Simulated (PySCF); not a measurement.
Species: C₃H₃N₂ (charge -1).
SMILES with atom numbers: `[cH:1]1[cH:2][n-:3][cH:4][n:5]1`

Probes without a nucleus sit at each ring's centroid and 1 Å off its mean plane on both sides; NICS is minus the shielding there, NICSzz its component along the normal. Level: GIAO PBE0/pcSseg-1 (PySCF, non-relativistic, gas phase) on the PBE0-D3(BJ)/def2-SVP geometry, one conformer.

Ring bond lengths (Å), with Mayer bond orders in brackets: C1–C2 1.395 (1.46), C2–N3 1.361 (1.40), N3–C4 1.343 (1.49), C4–N5 1.343 (1.49), N5–C1 1.361 (1.40).

Q: Give the NICS values of each ring in ppm.

A: 
```tsv
ring	type	NICS(0)	NICS(1), two faces	NICS(1)zz, two faces	rms pucker (Å)	centre to ring atoms, mean (Å)
C1–C2–N3–C4–N5	5-membered ring with 2 N; formal bonds all aromatic	-13.9	-12.9 / -12.9	-36.0 / -36.0	0.00	1.16
```

Q: What do they say, and how far can they be read as aromaticity?

A: 
- C1–C2–N3–C4–N5: mean NICS(1)zz -36.0 ppm, shielded. The ring is flat and has no four-coordinate atom; by the NICS criterion it is aromatic.

Q: What does the geometric index give? Use HOMA with the parameters of Krygowski (1993).

A: 
- C1–C2–N3–C4–N5: HOMA 0.97; the largest term is that of C2–N3, α(R − Ropt)² = 0.07. The geometric and the magnetic index point the same way.

Q: At the second NICS(1) probe listed for ring C1–C2–N3–C4–N5, 1 Å off the ring, how large is the induced field along the normal in 1 T applied along it?

A: NICSzz × B0 = -36.0 ppm × 1 T = -36 μT, against the applied field.

Q: How shielded are the nuclei of the rings and their hydrogens (means over atoms taken as equivalent)?

A: 
| atoms | environment | σ isotropic (ppm) | principal values of the symmetric part, first atom (ppm) |
| --- | --- | --- | --- |
| C1 (×2) | aromatic CH next to a ring nitrogen | 59.2 | -28.2, 78.8, 127.1 |
| N3 (×2) | nitrogen bonded to 2 C | -24.3 | -209.5, -103.6, 240.2 |
| C4 | aromatic CH next to a ring nitrogen | 39.9 | -42.0, 66.1, 95.4 |
| H on C1 (×2) | aromatic hydrogen | 24.78 | 23.4, 24.9, 26.1 |
| H on C4 | aromatic hydrogen | 24.43 | 21.0, 25.7, 26.5 |

Q: How do the values depend on the level or the medium?

A: 
```
             level  NICS(0), C1–C2–N3–C4–N5  mean NICS(1)zz, C1–C2–N3–C4–N5
PBE0/pcSseg-1, gas                    -13.9                           -36.0
WP04/pcSseg-2, gas                    -12.7                           -34.4
```

The geometry is the same throughout.

Hardware: Arm Neoverse V2, one thread, no GPU, shared host with 96 logical CPUs at a one-minute load of 60. Cost: 6.1 s of wall time (with the writing of density and orbital grids), 0.46 GiB resident at most. This is the whole shielding run at PBE0/pcSseg-1, SCF included.
